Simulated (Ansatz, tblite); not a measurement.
# The cluster Sb3−: one state, many levels

Aim: run the singlet of the cluster Sb3− at one geometry on many levels, and compare frontier levels, spin and run time.

Program: Ansatz 0.2.0, Gaussian basis. Level of theory: as each input shows. These are calculated values, not measurements.

Plan: GFN1-xTB, GFN2-xTB, PBE-D4/def2-TZVPD, r2SCAN-D4/def2-TZVPD, ωB97M-V/def2-TZVPD, B97M-V/def2-TZVPD, HSE06-D4/def2-TZVPD, r2SCANh-D4/def2-TZVPD, LDA/def2-TZVPD, PBE-D4/def2-SVPD, PBE0-D4/def2-SVPD, CCSD(T)/def2-TZVPPD, MP2/def2-TZVPD, RPA/def2-TZVPD.

2 further runs of the same task are left out: 2 set aside as unsound or not needed. Runs told in other sessions of the task aren't counted.

**1. The geometry**

The geometry is that of the singlet, from an earlier relaxation (r2SCAN-D4/def2-SVPD). At that level it is the lowest of the isomers that a small search found.

3 atoms, charge -1, spin multiplicity 1.

Bond lengths: Sb1–Sb2 2.692 Å, Sb1–Sb3 3.091 Å, Sb2–Sb3 2.692 Å. Angles: Sb2–Sb1–Sb3 55.0°, Sb1–Sb2–Sb3 70.1°, Sb1–Sb3–Sb2 55.0°.

Sb takes a core potential in the def2 sets. No spin-orbit coupling is included. The ion is computed in the gas phase, without counter-ions or solvent.

PBE0-D4/def2-TZVPD was run before; its log isn't repeated, and its numbers join the tables.

**2. GFN1-xTB**

Tight binding, by tblite at 300 K electronic temperature and without a spin-polarisation term:

```python
tblite.interface.Calculator('GFN1-xTB', numbers, positions, charge=-1, uhf=0).singlepoint()
```

Energy -207.4065 eV, HOMO 0.12 eV, LUMO 0.44 eV; 0.003 s.

**3. GFN2-xTB**

Tight binding, by tblite at 300 K electronic temperature and without a spin-polarisation term:

```python
tblite.interface.Calculator('GFN2-xTB', numbers, positions, charge=-1, uhf=0).singlepoint()
```

Energy -187.0253 eV, HOMO -3.05 eV, LUMO -2.32 eV; 0.003 s.

**4. PBE-D4/def2-TZVPD**

start.molden holds the orbitals of an earlier run on this state, given as this run's starting guess.

The input, in.yaml:

```yaml
crystal:
  periodic: [false, false, false]
  atoms:
    - {symbol: Sb, position_ang: [1.320114, 0.080964, 1.085591]}
    - {symbol: Sb, position_ang: [-0.149926, -1.273728, -0.717134]}
    - {symbol: Sb, position_ang: [-1.170188, 1.192754, -0.368457]}
basis:
  gaussian: {orbitals: def2-TZVPD, initial_orbitals: start.molden}
total_charge: -1
hamiltonian: {xc: pbe, dispersion: d4}
scf: {omitted_lower_state_checks: [starts]}
output: {orbitals: {seedname: orbitals}}
```

Started as:

```
> ansatz run in.yaml --threads 4 --pin off --events-out ev --progress --plain --max-ram 3916MiB
```

The runs that follow: r2SCAN-D4/def2-TZVPD; ωB97M-V/def2-TZVPD; B97M-V/def2-TZVPD; HSE06-D4/def2-TZVPD; r2SCANh-D4/def2-TZVPD; LDA/def2-TZVPD; PBE-D4/def2-SVPD; PBE0-D4/def2-SVPD; CCSD(T)/def2-TZVPPD; MP2/def2-TZVPD; RPA/def2-TZVPD.

**Question.** What will the summary of the whole plan be? Wanted: gap in def2-TZVPD, named functionals, smallest and largest; correlation energy, CCSD(T)/def2-TZVPPD; correlation energy, MP2/def2-TZVPD; PBE0 total energy, smallest basis above largest.

The runs gave:

| quantity | value |
| --- | --- |
| gap in def2-TZVPD, named functionals, smallest and largest | 0.20 eV (LDA), 4.43 eV (ωB97M-V) |
| correlation energy, CCSD(T)/def2-TZVPPD | -28.56 eV |
| correlation energy, MP2/def2-TZVPD | -28.78 eV |
| PBE0 total energy, smallest basis above largest | 0.61 eV (def2-SVPD, def2-TZVPD) |

In words: Orbital gaps of the named functionals in def2-TZVPD span 0.20 eV (LDA) to 4.43 eV (ωB97M-V); exact exchange widens it. LDA, PBE-D4, r2SCAN-D4, B97M-V, r2SCANh-D4, HSE06-D4 put the HOMO above zero; others here keep it below zero, so the sign hangs on the functional's self-interaction and doesn't show that the species is unbound. Notes on CCSD(T)/def2-TZVPPD: large T1 diagnostic.
